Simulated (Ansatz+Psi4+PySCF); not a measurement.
doublet C2H4O(+): levels of theory in one basis

```xyz
7

O     1.2181    0.3612    0.0000
C     0.0000    0.4641    0.0000
H    -0.4772    1.4653    0.0000
C    -0.9481   -0.7001    0.0000
H    -0.3860   -1.6342    0.0000
H    -1.5963   -0.6525    0.8810
H    -1.5963   -0.6525   -0.8810
```

Basis set: cc-pVTZ (spherical functions). Frozen core: 3 orbitals. Correlation on ROHF uses semicanonical orbitals with singles. Charge 1, multiplicity 2.

Computed with Ansatz (development build ahead of 0.2.0) and Psi4 1.11; each method stands on the lowest determinant of its kind that the runs found.

```
  method  E − E(ROHF) (eV)  <S²> of the determinant
    ROHF              0.00                     0.75
     UHF             -0.20                     0.78
ROHF-MP2            -13.81                        –
 UHF-MP2            -13.81                     0.78
```
